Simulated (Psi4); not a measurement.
# C2H2F2 (vinylidene fluoride) at revM06-L/3-21G (density fitting, hess update powell, intrafrag hess simple)

Wanted: a structure relaxation of C2H2F2 (vinylidene fluoride). The job is set up through a Python script.

The results are computed with Psi4 1.11.

## 1. The molecule

C2H2F2: 6 atoms, total charge 0, spin state singlet. SMILES: `C=C(F)F`. All atoms were displaced at random from a relaxed shape. The run starts from this shape.

Bond lengths: C1–C2 1.536 Å, C2–F3 1.301 Å, C2–F4 1.314 Å, C1–H6 0.938 Å. Angles: C1–C2–F3 121.6°, C1–C2–F4 120.5°, F3–C2–F4 112.8°, C2–C1–H6 113.9°. A long bond or contact: C1–H5 1.297 Å.

## 2. A structure relaxation at revM06-L/3-21G (density fitting, hess update powell, intrafrag hess simple)

calc.py

```python
import psi4

psi4.set_memory('1600 MB')
psi4.set_num_threads(1)
psi4.core.set_output_file('c2h2f2.out', False)

m = psi4.geometry("""
0 1
C     -0.168038     0.665952    -0.530557
C     -0.096279    -0.489897     0.479199
F     -0.532885    -0.359121     1.698141
F      0.828278    -1.416683     0.366403
H      0.564456     0.339835    -1.549660
H     -0.858269     1.278350    -0.359677
""")

psi4.set_options({
    'reference': 'rks',
    'geom_maxiter': 60,
    'intrafrag_hess': 'simple',
    'hess_update': 'powell',
})

e, wfn = psi4.optimize('revm06-l/3-21G', return_wfn=True)
print('E =', round(e, 9))
print(m.to_string(dtype='xyz', units='Angstrom'))
for k, v in sorted(psi4.core.scalar_variables().items()):
    print(f'{k:45s} {v:18.10f}')
```

Run with:

```console
$ python calc.py
```

c2h2f2.out:

```text
[...]
  Running in c1 symmetry.
[...]
  Nuclear repulsion =  114.268877253235345
[...]
  Multiplicity = 1
[...]
  Nalpha       = 16
  Nbeta        = 16
[...]
    Number of basis functions: 40
[...]
   @DF-RKS iter   1:  -275.14880414073212   -2.91419e-01   1.43962e-02 ADIIS/DIIS
[...]
   @DF-RKS iter   8:  -275.42589915025519   -2.27374e-13   2.31668e-09 DIIS
[...]
    Orbital Energies [Eh]
    ---------------------
    Doubly Occupied:
       1A    -24.518754     2A    -24.518710     3A    -10.251318
       4A    -10.082850     5A     -1.279116     6A     -1.218686
       7A     -0.785967     8A     -0.595411     9A     -0.530359
      10A     -0.490089    11A     -0.472008    12A     -0.409277
      13A     -0.382622    14A     -0.380449    15A     -0.359449
      16A     -0.245194
[...]
  @DF-RKS Final Energy:  -275.42589915025519
   => Energetics <=
    Nuclear Repulsion Energy =            116.4074877465050974
    One-Electron Energy =                -610.8504930387889544
    Two-Electron Energy =                 251.2738170430077957
    DFT Exchange-Correlation Energy =     -32.2567109009791793
    Empirical Dispersion Energy =           0.0000000000000000
    VV10 Nonlocal Energy =                  0.0000000000000000
    Total Energy =                       -275.4258991502551908
[...]
 Multipole Moments:
 ------------------------------------------------------------------------------------
     Multipole            Electronic (a.u.)      Nuclear  (a.u.)        Total (a.u.)
 ------------------------------------------------------------------------------------
 L = 1.  Multiply by 2.5417464519 to convert [e a0] to [Debye]
 Dipole X            :          0.5550789           -0.6115908           -0.0565119
 Dipole Y            :         -3.0103460            3.3166959            0.3063499
 Dipole Z            :          3.2790392           -3.6124871           -0.3334478
 Magnitude           :                                                    0.4563237
[...]
  -Total Gradient:
     Atom            X                  Y                   Z
    ------   -----------------  -----------------  -----------------
       1        0.000049370387    -0.000210549821     0.000176399675
       2        0.000007684370    -0.000039637681     0.000012150237
       3        0.000021491823    -0.000053738727     0.000139665225
       4        0.000012771181    -0.000096156764     0.000038386213
       5        0.000102646988    -0.000038741444    -0.000020432599
       6       -0.000126638459     0.000089036299     0.000029316925
[...]
    Final optimized geometry and variables:
    Molecular point group: c1
    Full point group: C1
    Geometry (in Angstrom), charge = 0, multiplicity = 1:
    C           -0.182223665519     0.987478100272    -1.075485981402
    C           -0.019671643847     0.106101133882    -0.115469462042
    F           -0.644266129260     0.127340700125     1.076298254155
    F            0.798181183875    -0.961245197718    -0.168115167423
    H            0.366069144714     0.886136169107    -1.998617692782
    H           -0.863572711287     1.812648786278    -0.940943254047
[...]
```

Run time: 54 s. Hardware: 1 thread of Intel Xeon Platinum 8259CL at 2.50GHz (Skylake/Cascade Lake), shared host; peak memory 0.55 GiB.

Steps, from the record of the run:

```
step  energy from the first frame kept (eV)  largest force (eV/Å)
   0                                 0.0000               15.2127
   1                                -1.7100                5.6655
   2                                -2.2978                5.0745
   3                                -2.4226                2.0950
   4                                -2.4823                0.4704
   5                                -2.4889                0.2670
   6                                -2.4926                0.0876
   7                                -2.4914                0.2396
   8                                -2.4930                0.0526
   9                                -2.4930                0.0144
```

After the run. Bond lengths: C1–C2 1.313 Å, C2–F3 1.346 Å, C2–F4 1.346 Å, C1–H5 1.078 Å, C1–H6 1.079 Å. Angles: C1–C2–F3 125.4°, C1–C2–F4 125.4°, F3–C2–F4 109.2°, C2–C1–H5 120.0°, C2–C1–H6 120.0°, H5–C1–H6 120.0°.

## 3. Results

Level: revM06-L/3-21G (density fitting, hess update powell, intrafrag hess simple).

```
               quantity          value
total energy at the end  -275.42590 Eh
          dipole moment         1.16 D
            HOMO energy       -6.67 eV
            LUMO energy        0.46 eV
          HOMO–LUMO gap        7.13 eV
```

What this shows: At the final geometry: Bond lengths: C1–C2 1.313 Å, C2–F3 1.346 Å, C2–F4 1.346 Å, C1–H5 1.078 Å, C1–H6 1.079 Å. Angles: C1–C2–F3 125.4°, C1–C2–F4 125.4°, F3–C2–F4 109.2°, C2–C1–H5 120.0°, C2–C1–H6 120.0°, H5–C1–H6 120.0°. The optimisation took 10 steps and changed the energy by -2.493 eV.
